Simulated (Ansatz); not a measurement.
Geometry optimisation, RKS PBE/def2-SVP (Ansatz).

Input:

```yaml
crystal:
  periodic: [false, false, false]
  atoms:
    - { symbol: Si, position_ang: [0.0, 0.0, 0.0] }
    - { symbol: H, position_ang: [0.0, 0.0, 1.81] }
    - { symbol: H, position_ang: [1.3768, 0.0, -0.4862] }
    - { symbol: H, position_ang: [-0.6877, 1.1914, -0.4862] }
    - { symbol: F, position_ang: [-0.7489, -1.2974, -0.5295] }
    - { symbol: P, position_ang: [-2.3535, 0.0, 0.782] }
    - { symbol: H, position_ang: [-3.1199, -0.8853, -0.0213] }
    - { symbol: H, position_ang: [-2.4033, -0.4268, 2.1354] }
    - { symbol: H, position_ang: [-0.9491, 0.0, 1.8858] }
basis:
  gaussian: { orbitals: def2-SVP }
hamiltonian:
  xc: pbe
relax:
  f_tol: 0.15
  max_steps: 25
  restrain:
    - { distance: [0, 5], at: 3.38, k: 30.0 }
    - { distance: [8, 1], at: 1.86, k: 30.0 }
    - { distance: [0, 1], at: 1.46, k: 30.0 }
    - { distance: [8, 5], at: 1.42, k: 30.0 }
```

Command:

```bash
$ ansatz run input.yaml --threads 1 --pin off --max-ram 2048MiB --backend cpu --events-out ev --progress --plain --runs-dir out
```

Problem. Where does it end, and by what steps?

Solution. The forces met the threshold. The restraints hold the end off the free minimum. After 7 steps the energy has fallen by 4.822 eV (the restraints' own energy left out); H8 moved furthest, 0.94 Å. Parted: Si1–P6 (2.48 → 3.39 Å).

| step | energy less start (eV) | largest force component (eV/Å) | accepted |
| --- | --- | --- | --- |
| 0 | 0.0000 | 2.830 | yes |
| 1 | -1.0392 | 3.333 | yes |
| 2 | -1.9348 | 4.915 | yes |
| 3 | -3.1663 | 3.553 | yes |
| 4 | -4.1897 | 1.441 | yes |
| 5 | -4.6482 | 0.685 | yes |
| 6 | -4.7702 | 0.454 | yes |
| 7 | -4.8223 | 0.669 | yes |

```xyz
9
Properties=species:S:1:pos:R:3
Si 0.283 0.014 -0.079
H 0.390 0.025 1.392
H 1.648 -0.005 -0.703
H -0.463 1.218 -0.557
F -0.486 -1.350 -0.575
P -2.816 0.205 1.293
H -2.708 -0.846 0.317
H -3.278 -0.719 2.307
H -1.455 0.041 1.695
```

The run took 16 s on 1 thread of Arm Neoverse V2, with other jobs on the host, peak memory 0.14 GiB.
